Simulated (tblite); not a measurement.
Species: C3H4ClO (doublet state).
Atom-mapped SMILES: `[CH2:1]=[C:2]([Cl:3])[CH2:4][O:5]` (hydrogens: H6, H7 on C1; H8, H9 on C4)

Geometry (GFN2-xTB, Å), atoms numbered from 1 in this order:
```xyz
9
C3H4ClO angstrom
C      1.423    0.085    0.044
C      0.162    0.481   -0.079
Cl    -0.246    2.137   -0.383
C     -1.023   -0.445    0.031
O     -0.789   -1.706    0.263
H      2.259    0.757   -0.037
H      1.617   -0.957    0.232
H     -1.734   -0.025    0.790
H     -1.657   -0.320   -0.886
```

Computed values, GFN2-xTB/tblite, gas phase, harmonic and unscaled. The method is semi-empirical: single wavenumbers can be off by several per cent or more. One conformer, not necessarily the lowest. Open shells enter through the occupations alone, without spin polarisation, and single modes of such species can be off by tens of per cent.

Harmonic wavenumbers (cm⁻¹): 74.6, 227.1, 322.0, 378.8, 444.2, 612.2, 646.9, 717.4, 888.6, 892.8, 1057.2, 1082.9, 1192.9, 1239.1, 1323.4, 1348.3, 1620.1, 2531.2, 2633.8, 3107.8, 3152.4.

A = 8488, B = 2567, C = 1994 MHz; mass 90.995 u (most abundant isotopes); point group Cs, symmetry number 1; spin multiplicity 2.

Problem. Zero-point energy?

Solution. Half the sum of the wavenumbers: 12747 cm⁻¹ = 152.49 kJ/mol.

Problem. Entropy at 200 K, 1 bar (ideal gas, RRHO, classical rotation)?

Solution. Translation 156.81, rotation 105.50, vibration 26.90, spin (R ln 2) 5.76: S = 295.0 J/(mol K).

Problem. And Cp and H(200 K) − H(0)?

Solution. Cp = 68.84 J/(mol K), of which vibrations give 35.58 (their classical limit is 21 R = 174.6); H(200 K) − H(0) = 9.80 kJ/mol without the zero-point energy, 3.15 from vibrations.

Problem. Which modes carry the vibrational entropy at 200 K?

Solution. 74.6 cm⁻¹: 13.59; 227.1 cm⁻¹: 5.10; 322.0 cm⁻¹: 2.97; 378.8 cm⁻¹: 2.15; 444.2 cm⁻¹: 1.48; 612.2 cm⁻¹: 0.56 J/(mol K); the other 15 give 1.06 together.

Problem. How do the functions run with temperature in this model?

Solution. 
| T (K) | S (J/(mol K)) | Cp (J/(mol K)) | H − H(0) (kJ/mol) | G − H(0) (kJ/mol) | ln q(vib) |
| --- | --- | --- | --- | --- | --- |
| 100 | 255.4 | 48.1 | 3.97 | -21.57 | 0.47 |
| 300 | 326.9 | 89.6 | 17.73 | -80.32 | 2.34 |
| 500 | 381.0 | 123.1 | 39.22 | -151.28 | 4.48 |
| 800 | 446.1 | 153.3 | 81.12 | -275.75 | 7.67 |
| 1000 | 481.7 | 165.9 | 113.11 | -368.62 | 9.65 |

q(vib) and H(0) count from the zero-point level.

Hindered rotation and anharmonicity are outside this model. Other conformers, if any are populated, would add a mixing term that is left out.
